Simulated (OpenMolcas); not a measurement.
C5H8O (cyclopentanone): the vertical ionisation energy from total energies

C5H8O has 14 atoms, charge 0, and is taken as a singlet. SMILES: `O=C1CCCC1`. Geometry: relaxed at GFN2-xTB. This is one conformer, not always the lowest.

Both states at this one shape; open shells run unrestricted unless said. 1 Eh = 27.2114 eV.

| level | program | singlet C5H8O (Eh) | doublet C5H8O+ (Eh) | HOMO of the first (eV) |
| --- | --- | --- | --- | --- |
| B3LYP5/STO-3G | OpenMolcas | -266.998387 | -266.738054 | -3.70 |
| B3LYP5/3-21G | OpenMolcas | -268.921067 | -268.596209 | -6.14 |
| B3LYP5/6-31G* (spherical functions) | OpenMolcas | -270.397196 | -270.070196 | -6.29 |

Task: Work out the vertical ionisation energy at each level.

Result: 
1. B3LYP5/STO-3G: -266.738054 − (-266.998387) = 0.260333 Eh = 7.08 eV; −ε(HOMO) = 3.70 eV.
2. B3LYP5/3-21G: -268.596209 − (-268.921067) = 0.324858 Eh = 8.84 eV; −ε(HOMO) = 6.14 eV.
3. B3LYP5/6-31G* (spherical functions): -270.070196 − (-270.397196) = 0.327000 Eh = 8.90 eV; −ε(HOMO) = 6.29 eV.

No measured value is set beside it here; the levels span 7.08 to 8.90 eV. Minimal sets are far from the basis-set limit.
